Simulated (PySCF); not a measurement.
Species: C₂H₂F₂.
Cartesian coordinates in Å at the PBE0-D3(BJ)/def2-TZVP level; atoms count from 1:
```xyz
6
C2H2F2 angstrom
C     -0.6441   -0.1910    0.2776
C      0.5192    0.1433   -0.2360
F      1.3582    1.0073    0.2885
F      1.0191   -0.3335   -1.3524
H     -0.9660    0.2570    1.2045
H     -1.2636   -0.9135   -0.2297
```

Computed with PySCF at wB97X-D/pcSseg-2, non-relativistic, on one gas-phase PBE0-D3(BJ)/def2-TZVP geometry that isn't relaxed in the solvent. The solvent is an IEF-PCM continuum (Bondi radii, 1.10 Å for H, scaled by 1.2). Only the electrostatic response of the medium enters.

Gas phase at wB97X-D/pcSseg-2: HOMO -9.69 eV, LUMO 2.29 eV, dipole 1.21 D.

Problem. What does the continuum do to the energy, the frontier levels and the dipole at wB97X-D/pcSseg-2 in chloroform?

Solution. 
| solvent | ε | E(solvent) − E(gas) (kcal/mol) | polarisation term (kcal/mol) | distortion of the solute (kcal/mol) | HOMO (eV) | LUMO (eV) | dipole (D) |
| --- | --- | --- | --- | --- | --- | --- | --- |
| chloroform | 4.711 | -1.12 | -1.21 | 0.09 | -9.59 | 2.40 | 1.43 |

The first energy column is the sum of the next two and covers electrostatics alone.

Problem. Which radius a makes the point-dipole formula ΔE = −[(ε − 1)/(2ε + 1)]·μ²/a³ give the value in chloroform, with the gas-phase dipole?

Solution. μ = 0.475 au and |ΔE| = 0.00178 Eh give a = 1.88 Å; the farthest nucleus lies 1.72 Å from the centroid of the nuclei. The formula assumes a rigid point dipole at the centre of a sphere.

Problem. Give the dipole vector in the frame of the coordinates (D, pointing from negative to positive charge), gas and chloroform.

Solution. Gas (-1.07, -0.31, 0.47), solvent (-1.26, -0.37, 0.56). Its length changes by +19 % and its direction by less than 1°.

Note: wB97X-D ran without an empirical dispersion term, which enters the total energy and its gradient alone.
